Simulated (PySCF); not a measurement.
# C₃H₂S: excited-state relaxation

What do calculations give for the excited-state relaxation of C₃H₂S (`C#CC=S`)?

Programs: PySCF 2.14.0, with routines of our own; each step states its level. All values are computed. Atoms count from 0.

## 1. The system as given

6 atoms, charge 0, multiplicity 1; geometry from: GFN2-xTB.

## 2. Geometry optimisation at BHandHLYP/def2-TZVP

Job settings and geometry (Å):

```
{"job": {"xc": "BHandHLYP", "basis": "def2-TZVP", "grid": 1, "kind": "geom"}, "charge": 0, "multiplicity": 1}
C      1.542056    -0.199507    -0.060413
C      0.359889     0.031537    -0.006518
C     -1.016107     0.241430     0.049004
S     -2.110732    -0.956426    -0.088169
H      2.575011    -0.382396    -0.105471
H     -1.346995     1.267351     0.189992
```

Run with:

```console
> OMP_NUM_THREADS=1 python excited_run.py task.json out
```

One launch serves the whole session: the jobs run in the order shown.

What it wrote:

```text
step   0  E = -513.58837377  max force = 0.037552
step   1  E = -513.58902359  max force = 0.004443
step   2  E = -513.58875101  max force = 0.011619
step   3  E = -513.58944858  max force = 0.003750
step   4  E = -513.58952846  max force = 0.001922
step   5  E = -513.58955795  max force = 0.002088
step   6  E = -513.58953147  max force = 0.002805
step   7  E = -513.58957391  max force = 0.000662
step   8  E = -513.58957916  max force = 0.000060
optimisation converged
```

Run time: 27 s. Hardware: 1 thread of Arm Neoverse V1, shared host; peak memory 0.49 GiB.

The steps of the relaxation: (the energy doesn't fall at every step)

```csv
step,energy from step 0 (eV),largest force component (eV/Å)
0,0.0000,1.9310
1,-0.0177,0.2285
2,-0.0103,0.5975
3,-0.0292,0.1928
4,-0.0314,0.0988
5,-0.0322,0.1074
6,-0.0315,0.1442
7,-0.0327,0.0340
8,-0.0328,0.0031
```

Close pairs (by a distance rule), those that changed most:

| bond | before (Å) | after (Å) | change (Å) |
| --- | --- | --- | --- |
| C2–S3 | 1.628 | 1.607 | -0.022 |
| C1–C2 | 1.393 | 1.410 | +0.017 |
| C0–C1 | 1.206 | 1.192 | -0.014 |
| C0–H4 | 1.050 | 1.056 | +0.006 |
| C2–H5 | 1.087 | 1.081 | -0.006 |

The next job starts from the end point, and lists it.

```csv
at the end point,value
point group (found at 0.08 Å tolerance),Cs
"rotational constants (GHz, main isotopes)","44.633, 3.144, 2.938"
dipole moment (D),2.19
```

## 3. Excited-state relaxation: TDA BHandHLYP/def2-TZVP

Job settings and geometry (Å):

```
{"job": {"kind": "xopt", "state": "S1", "method": "TDA", "freq": true, "xc": "BHandHLYP", "basis": "def2-TZVP", "grid": 1}, "charge": 0, "multiplicity": 1}
C      1.545703    -0.162946    -0.057727
C      0.363827    -0.013891    -0.013680
C     -1.028840     0.201601     0.043973
S     -2.148305    -0.944275    -0.079149
H      2.590569    -0.312341    -0.098890
H     -1.319764     1.233719     0.183875
```

With the program's defaults for keys left out, this is: TDA BHandHLYP/def2-TZVP excited-state geometry optimisation, gas phase.

What it wrote:

```text
final grid: 26800 points
cycle   1  E = -513.5486349955  dE =  6.649e-01  |g| = 3.567e-01  |ddm| = 2.522e+00
cycle   2  E = -513.5390921160  dE =  9.543e-03  |g| = 4.436e-01  |ddm| = 9.217e-01
cycle   3  E = -513.5883359021  dE = -4.924e-02  |g| = 6.476e-02  |ddm| = 5.304e-01
cycle   4  E = -513.5890906238  dE = -7.547e-04  |g| = 4.376e-02  |ddm| = 9.977e-02
cycle   5  E = -513.5895414713  dE = -4.508e-04  |g| = 1.178e-02  |ddm| = 3.271e-02
cycle   6  E = -513.5895752371  dE = -3.377e-05  |g| = 2.906e-03  |ddm| = 1.786e-02
cycle   7  E = -513.5895786322  dE = -3.395e-06  |g| = 1.103e-03  |ddm| = 5.839e-03
cycle   8  E = -513.5895790870  dE = -4.549e-07  |g| = 3.940e-04  |ddm| = 2.899e-03
cycle   9  E = -513.5895791592  dE = -7.220e-08  |g| = 9.018e-05  |ddm| = 1.111e-03
cycle  10  E = -513.5895791655  dE = -6.321e-09  |g| = 2.209e-05  |ddm| = 2.698e-04
cycle  11  E = -513.5895791660  dE = -4.717e-10  |g| = 1.028e-05  |ddm| = 7.863e-05
converged SCF energy = -513.5895791660

vertical S1 at the ground-state geometry: 2.2503 eV
step    E(state)/Eh    max force   excitation/eV  root
  0    -513.50420503   0.063297     2.3032      1
  1    -513.50627908   0.016857     2.0977      1
  2    -513.50902747   0.011733     2.0616      1
  3    -513.51011749   0.004803     2.0484      1
  4    -513.51029655   0.002422     2.0489      1
  5    -513.51034610   0.001603     2.0507      1
  6    -513.51038921   0.000442     2.0494      1
  7    -513.51038881   0.000295     2.0502      1
optimisation converged
vertical emission 2.0502 eV, adiabatic 2.1549 eV, Stokes shift 0.2002 eV, reorganisation 0.0955 (excited) and 0.1047 eV (ground)
zero-point change -0.0463 eV, 0-0 energy 2.1086 eV
frequencies of the excited state (cm-1): 162 411 490 589 616 749 856 1124 1334 2211 3241 3560
```

It took 5.5 min on 1 thread of Arm Neoverse V1, shared host; peak memory 0.62 GiB.

In short:

```
                 quantity    value
  vertical absorption, S1  2.25 eV
     adiabatic energy, S1  2.15 eV
    vertical emission, S1  2.05 eV
         Stokes shift, S1  0.20 eV
geometry moved (RMSD), S1  0.062 Å
```

Bonds of the start that changed most:

```
 bond  start (Å)  end (Å)
C2–S3      1.607    1.672
C1–C2      1.410    1.383
C0–C1      1.192    1.200
C2–H5      1.081    1.077
C0–H4      1.056    1.055
```

## 4. Excited-state relaxation: UKS BHandHLYP/def2-TZVP

Job settings and geometry (Å):

```
{"job": {"kind": "xopt", "state": "T1", "method": "UKS", "freq": true, "xc": "BHandHLYP", "basis": "def2-TZVP", "grid": 1}, "charge": 0, "multiplicity": 1}
C      1.545703    -0.162946    -0.057727
C      0.363827    -0.013891    -0.013680
C     -1.028840     0.201601     0.043973
S     -2.148305    -0.944275    -0.079149
H      2.590569    -0.312341    -0.098890
H     -1.319764     1.233719     0.183875
```

Method: UKS BHandHLYP/def2-TZVP excited-state geometry optimisation, gas phase.

What it wrote:

```text
final grid: 26800 points
cycle   1  E = -513.5486349955  dE =  6.649e-01  |g| = 3.567e-01  |ddm| = 2.522e+00
cycle   2  E = -513.5390921160  dE =  9.543e-03  |g| = 4.436e-01  |ddm| = 9.217e-01
cycle   3  E = -513.5883359021  dE = -4.924e-02  |g| = 6.476e-02  |ddm| = 5.304e-01
cycle   4  E = -513.5890906238  dE = -7.547e-04  |g| = 4.376e-02  |ddm| = 9.977e-02
cycle   5  E = -513.5895414713  dE = -4.508e-04  |g| = 1.178e-02  |ddm| = 3.271e-02
cycle   6  E = -513.5895752371  dE = -3.377e-05  |g| = 2.906e-03  |ddm| = 1.786e-02
cycle   7  E = -513.5895786322  dE = -3.395e-06  |g| = 1.103e-03  |ddm| = 5.839e-03
cycle   8  E = -513.5895790870  dE = -4.549e-07  |g| = 3.940e-04  |ddm| = 2.899e-03
cycle   9  E = -513.5895791592  dE = -7.220e-08  |g| = 9.018e-05  |ddm| = 1.111e-03
cycle  10  E = -513.5895791655  dE = -6.321e-09  |g| = 2.209e-05  |ddm| = 2.698e-04
cycle  11  E = -513.5895791660  dE = -4.717e-10  |g| = 1.028e-05  |ddm| = 7.863e-05
converged SCF energy = -513.5895791660

vertical T1 at the ground-state geometry: 1.4638 eV
step    E(state)/Eh    max force   <S^2>
  0    -513.53237857   0.077265    2.0278
  1    -513.53886208   0.016295    2.0385
  2    -513.54121799   0.010411    2.0381
  3    -513.54219846   0.003022    2.0382
  4    -513.54226173   0.001889    2.0381
  5    -513.54230317   0.001574    2.0379
  6    -513.54233188   0.000979    2.0378
  7    -513.54233757   0.000278    2.0378
optimisation converged
vertical emission 1.0735 eV, adiabatic 1.2855 eV, Stokes shift 0.3903 eV, reorganisation 0.1783 (excited) and 0.2120 eV (ground)
zero-point change -0.0678 eV, 0-0 energy 1.2177 eV
frequencies of the excited state (cm-1): 170 410 488 519 535 741 791 1112 1309 2115 3252 3553
```

Wall time 3.6 min (1 thread of Arm Neoverse V1, shared host); peak memory 0.63 GiB.

In short:

```
                                     quantity    value
vertical gap at the ground-state geometry, T1  1.46 eV
                         adiabatic energy, T1  1.29 eV
     vertical gap at the relaxed geometry, T1  1.07 eV
               difference of the two gaps, T1  0.39 eV
                    geometry moved (RMSD), T1  0.062 Å
```

Bonds of the start that changed most:

| bond | start (Å) | end (Å) |
| --- | --- | --- |
| C2–S3 | 1.607 | 1.707 |
| C1–C2 | 1.410 | 1.374 |
| C0–C1 | 1.192 | 1.204 |
| C2–H5 | 1.081 | 1.076 |
| C0–H4 | 1.056 | 1.055 |

## 5. Summary of results

| quantity | value |
| --- | --- |
| point group | Cs |
| rotational constants (main isotopes) | 44.63, 3.14, 2.94 GHz |
| vertical absorption, S1 (step 3, TDA BHandHLYP/def2-TZVP) | 2.25 eV |
| adiabatic energy, S1 (step 3, TDA BHandHLYP/def2-TZVP) | 2.15 eV |
| vertical emission, S1 (step 3, TDA BHandHLYP/def2-TZVP) | 2.05 eV |
| Stokes shift, S1 (step 3, TDA BHandHLYP/def2-TZVP) | 0.20 eV |
| vertical gap at the ground-state geometry, T1 (step 4, UKS BHandHLYP/def2-TZVP) | 1.46 eV |
| adiabatic energy, T1 (step 4, UKS BHandHLYP/def2-TZVP) | 1.29 eV |
| vertical gap at the relaxed geometry, T1 (step 4, UKS BHandHLYP/def2-TZVP) | 1.07 eV |
| difference of the two gaps, T1 (step 4, UKS BHandHLYP/def2-TZVP) | 0.39 eV |

In words: Over 8 steps the energy fell by 0.033 eV; of the close pairs, C2–S3 changed most, 1.628 to 1.607 Å. In step 3 (excited-state relaxation), among the bonds C2–S3 changes most, from 1.607 to 1.672 Å. In step 4 (excited-state relaxation), among the bonds C2–S3 changes most, from 1.607 to 1.707 Å. ΔSCF (UKS) and response values aren't on one footing and may follow different states, so their differences aren't method errors alone, and singlets and triplets from the two don't rank.
